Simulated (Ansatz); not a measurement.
Abridged output of a molecular run in Ansatz:

```
Functional definition: HF
1173 factors; integrals over basis functions are off by at most 1.0e-3 eV
mean field evaluation 1: about -23756.3976 eV, gradient 2.9e1 eV
mean field evaluation 2: about -23756.6825 eV, gradient 2.9e1 eV
mean field evaluation 4: about -23759.4753 eV, gradient 3.7e0 eV
mean field evaluation 8: about -23759.5579 eV, gradient 4.5e-1 eV
mean field evaluation 16: about -23759.5594 eV, gradient 1.7e-6 eV
mean field -23759.55944774 eV, -873.1477048966 hartree, gradient 1.7e-6 eV, S^2 0.000000; 0 other end points of the search recorded, 0 dependent functions left out
12 core orbitals not correlated: weight in the atoms' cores, before any rotation towards them, 1.000 or more for the frozen orbitals, at most 0.000 for the correlated occupied ones
reference -23759.55944774 eV, -873.1477048966 hartree; 12, 12 occupied and 178, 178 virtual orbitals, 1173 factors
second order -18.51538415 eV of doubles, -0.00000000 eV of singles
cycle   1  -19.10184188 eV  change   -5.9e-1 eV  update   1.0e-1
cycle   2  -19.63696554 eV  change   -5.4e-1 eV  update   3.1e-2
cycle   3  -19.73951254 eV  change   -1.0e-1 eV  update   1.5e-2
cycle   4  -19.73403762 eV  change    5.5e-3 eV  update   3.7e-3
cycle   5  -19.73442557 eV  change   -3.9e-4 eV  update   1.6e-3
cycle   6  -19.73427831 eV  change    1.5e-4 eV  update   4.2e-4
cycle   7  -19.73417574 eV  change    1.0e-4 eV  update   2.0e-4
cycle   8  -19.73418404 eV  change   -8.3e-6 eV  update   7.5e-5
cycle   9  -19.73418334 eV  change    6.9e-7 eV  update   3.0e-5
cycle  10  -19.73416485 eV  change    1.8e-5 eV  update   1.1e-5
perturbative correction -0.98374710 eV, -0.0361520391 hartree
Total energy: -23780.27735969 eV, -873.9090741177 hartree
```

Its atoms:

```xyz
8

C    -0.1858   -0.0387    1.1789
C     0.2098   -0.0024   -0.0915
S    -0.5088   -0.8929   -1.4232
S     1.6524    0.8922   -0.5543
H    -0.9840   -0.6936    1.5054
H     0.2955    0.5859    1.9205
H    -1.6637   -1.1955   -0.8053
H     1.1846    1.3450   -1.7305
```

Problem. Which basis set was used?
A. def2-TZVPPD
B. def2-SVPD
C. cc-pV(Q+d)Z
D. def2-TZVPP

Solution. D. It gives 202 functions.

Problem. Write the keys of the input that set method, charge and spin (a neutral closed shell needs none for the last two).

Solution. 
```yaml
correlation: {method: ccsd_t}
```
